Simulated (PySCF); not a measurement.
Species: cyclopropene, C3H4.
Structure used (GFN2-xTB), in Å, numbered top down from 1:
```
atom  x, y, z in Å
C1    -0.5857    0.6609   -0.0763
C2    -0.6197   -0.6307    0.0338
C3     0.7491   -0.0171    0.0182
H4    -1.0737    1.5989   -0.1717
H5    -1.1560   -1.5445    0.0983
H6     1.3205    0.0461    0.9385
H7     1.3688   -0.1088   -0.8679
```

Method used: TDDFT wB97X-D/def2-SVPD, vertical, gas phase, core orbitals frozen in the response in PySCF 2.14.0, density-fitted response routines.

Kohn–Sham orbitals with the atoms that hold most of them (Löwdin shares over 4%, at most four atoms; ? is withheld):

```tsv
orbital	ε (eV)	atoms
HOMO-3	-14.29	C3 41%, H6 14%, H7 14%, C1 14%
HOMO-2	-11.86	C1 33%, C2 33%, C3 20%, H7 4%
HOMO-1	-10.38	?
HOMO	-9.10	?
LUMO	?	C2 38%, C1 38%, H5 8%, H4 8%
LUMO+1	2.80	C2 29%, C1 29%, C3 14%, H5 8%
LUMO+2	3.16	H4 23%, H5 23%, C1 22%, C2 21%
```

(1) Give the leading atoms of the HOMO-1.

(2) Which atoms hold the HOMO, and with what shares?

(3) What is the LUMO energy, and the HOMO–LUMO gap?

Results:

(1) C3 (bonded to 2 C and 2 H) 41%; C2 (bonded to 2 C and H) 22%; C1 (bonded to 2 C and H) 22%; H4 (bonded to C) 5%. By element: carbon 85%, hydrogen 5% or more.

(2) C2 (bonded to 2 C and H) 30%; C1 (bonded to 2 C and H) 30%; C3 (bonded to 2 C and 2 H) 19%; H7 (bonded to C) 7%. By element: carbon 80%, hydrogen 7% or more.

(3) ε(LUMO) = 1.93 eV; the gap is 11.02 eV (0.4051 hartree).

Problem. The HOMO–LUMO gap is 11.02 eV. Where does the response calculation put the lowest singlet, and from which orbitals?

Solution. S1 is at 6.46 eV (f = 0.075), 4.56 eV below the gap, made of HOMO→LUMO (96%). Without the coupling terms of the response equations the lowest excitation would equal the gap.

Problem. One configuration dominates each of S1, S2, S3, S4 and S7. Which, and how do the shares of the two leading atoms of either orbital change from the occupied to the empty one?

Solution. 
- S1 (6.46 eV, f 0.075), HOMO→LUMO (96%): C2 30% → 38%, C1 30% → 38%
- S2 (6.59 eV, f 0.0014), HOMO-1→LUMO (99%): C3 41% → at most 8%, C2 22% → 38%, C1 22% → 38%
- S3 (7.49 eV, f 0.0094), HOMO→LUMO+1 (97%): C2 30% → 29%, C1 30% → 29%
- S4 (7.69 eV, f 0.0000), HOMO-2→LUMO (93%): C1 33% → 38%, C2 33% → 38%
- S7 (8.78 eV, f 0.011), HOMO-1→LUMO+1 (88%): C3 41% → 14%, C2 22% → 29%, C1 22% → 29%

Löwdin shares depend on the basis, the more so with diffuse functions.
